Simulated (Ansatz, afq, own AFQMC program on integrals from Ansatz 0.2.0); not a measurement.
**Where AFQMC and coupled cluster stand for GeH3, doublet**

```xyz
4

Ge    0.0000    0.0000   -0.0187
H     1.4650    0.0169    0.4526
H    -0.7483    1.2611    0.4484
H    -0.7191   -1.2778    0.4488
```

Basis cc-pVTZ. Noble-gas cores (and the filled d shells of Ga–Kr and In–Xe) are frozen. Ansatz 0.2.0 and our own AFQMC program on the same integrals; the CISD trial comes from CCSD amplitudes, and released means the phaseless constraint is let go. Free projection: walkers drawn from exp(T), propagated without any constraint. Its projection time is finite, and what remains of the start isn't in its error. Error bars are statistical, one sigma. No spin–orbit coupling.

Determinant: UHF, the one that the program's search chose, which needn't be the lowest solution. The geometry is a PBE0/def2-TZVP stationary point of this or a neighbouring charge and spin state.

No full CI on the walks' own integrals is used here; CCSDT(Q) serves as the reference and is uncertain by about the last step of the cluster series.

Cautions: no relativity below Rb; no spin-orbit coupling; inner d shell frozen.

The T1 diagnostic is 0.0125, the weight of the determinant in the CISD state is 0.924 and the ⟨S²⟩ of the determinant is 0.755. The size of the correlated space is 7 electrons in 71 orbitals.

```
  level  correlation energy (eV)
    MP2                  -3.0563
   CCSD                  -3.7305
CCSD(T)                  -3.8191
```

Problem. Estimate where AFQMC with the constraint released lies against CCSD(T) on the same integrals.

Solution. 20.0 ± 1.7 meV below CCSD(T).

Reference: CCSDT(Q), correlation energy -3.840 eV. The released energy is read at 2.40 1/Eh (meV from the phaseless value at times in 1/Eh: -2.5 ± 1.6 at 0.24, -2.1 ± 1.2 at 0.51, -2.8 ± 1.5 at 0.99, -3.5 ± 1.1 at 1.62, -3.6 ± 1.7 at 2.40).

| level | E − E(reference) (meV) | share of correlation (%) |
| --- | --- | --- |
| CCSD(T) | 20.9 | 99.46 |
| CCSDT | 2.0 | 99.95 |
| ph-AFQMC/HF | -22.1 ± 20.8 | 100.58 |
| ph-AFQMC/CISD | 4.5 ± 2.2 | 99.88 |
| released AFQMC | 0.9 ± 1.7 | 99.98 |
| free AFQMC | -3.8 ± 2.1 | 100.10 |

Free projections are given only where their last times agree within the noise and don't stop above the reference; a slow remainder of the start can still hide under it. A walk keeps the symmetry of its determinant, which the program's search chose and which needn't be the lowest solution, so a lower state of the same spin and another symmetry isn't excluded. Released energies are given only where the last usable release times agree within the noise; a slower fall can still hide under it.
